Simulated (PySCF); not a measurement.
# Basis and Hamiltonian dependence of the ionisation energy of S

S [Ne] 3s2 3p4 (3P) → S+ [Ne] 3s2 3p3 (4S). Calculated with PySCF 2.14 from differences of total energies of unrestricted determinants, without spin-orbit coupling. Values in eV.

```tsv
basis	Hamiltonian	functions	UHF	PBE	PBE0	MP2 (valence)	CCSD(T) (valence)	CCSD(T) (valence and next inner shell)
x2c-SVPall	spin-free X2C	18	9.173	n/a	10.322	9.549	9.553	n/a
Sapporo-DZP-2012	spin-free X2C	27	9.159	10.361	n/a	9.648	9.682	n/a
aug-cc-pV(D+d)Z	non-relativistic	32	9.230	10.415	10.396	9.776	9.830	n/a
ANO-RCC-VTZP	spin-free X2C	34	9.220	10.408	10.385	9.956	10.110	10.111
aug-cc-pCVTZ-DK	spin-free X2C	75	9.223	10.421	10.393	9.992	10.139	10.150
def2-QZVPPD	non-relativistic	79	9.236	10.428	10.403	10.084	10.242	10.247
aug-cc-pVQZ-DK	spin-free X2C	84	9.221	10.415	10.389	10.085	10.240	n/a
dyall-av3z	spin-free X2C	84	9.216	10.413	10.386	9.986	10.133	n/a
dyall-av3z	non-relativistic	84	9.232	10.428	10.402	10.000	10.147	n/a
x2c-QZVPPall with one added diffuse shell each of s, p, d, f type	spin-free X2C	86	9.221	10.413	10.387	10.074	10.232	10.237
aug-cc-pV(Q+d)Z	non-relativistic	89	9.239	10.431	10.406	10.102	10.257	n/a
dyall-acv3z	non-relativistic	113	9.237	10.431	10.405	10.012	10.160	n/a
aug-cc-pwCVQZ	non-relativistic	134	9.238	10.431	10.405	10.108	n/a	n/a
```

Task: Estimate the row for def2-TZVPPD (non-relativistic, 51 functions).

Result: From the rows with the same Hamiltonian and similar size; the calculation gives UHF 9.23; PBE 10.44; PBE0 10.41; MP2 (valence) 9.97; CCSD(T) (valence) 10.11; CCSD(T) (valence and next inner shell) 10.12 (eV).

Frozen in the all-electron rows: valence: [Ne]; valence and next inner shell: 1s2.

Reference for a calculation without spin-orbit coupling: 10.336 eV (measured, between term centres; NIST).
